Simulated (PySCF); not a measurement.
Process, species as SMILES: N#P (N-P) + 3 [H][H] (H2) → N (NH3) + P (PH3)
B3LYP-D3(BJ)/def2-TZVP geometries, fixed; electronic energies without zero-point terms.

Effect of the auxiliary basis of density fitting at HF/def2-TZVP with PySCF, against the last row, where the energy of full hydrogenation is -80.42 kcal/mol.

```json
[
 {"setting": "density fitting: autoaux", "fitting functions, largest species": "266", "largest shift of a total energy (mEh)": "0.016", "shift of the energy of full hydrogenation (kcal/mol)": "-0.001"},
 {"setting": "density fitting: def2-universal-jkfit", "fitting functions, largest species": "131", "largest shift of a total energy (mEh)": "0.061", "shift of the energy of full hydrogenation (kcal/mol)": "-0.021"},
 {"setting": "density fitting: cc-pvtz-jkfit", "fitting functions, largest species": "169", "largest shift of a total energy (mEh)": "0.192", "shift of the energy of full hydrogenation (kcal/mol)": "-0.077"},
 {"setting": "density fitting: cc-pvqz-jkfit", "fitting functions, largest species": "259", "largest shift of a total energy (mEh)": "0.094", "shift of the energy of full hydrogenation (kcal/mol)": "-0.017"},
 {"setting": "density fitting: none", "fitting functions, largest species": "-", "largest shift of a total energy (mEh)": "0.000", "shift of the energy of full hydrogenation (kcal/mol)": "0.000"}
]
```

Within 0.05 kcal/mol in the energy of full hydrogenation: density fitting: autoaux; density fitting: def2-universal-jkfit; density fitting: cc-pvqz-jkfit. The largest shift is 0.192 mEh in a total energy and 0.077 kcal/mol in the difference.
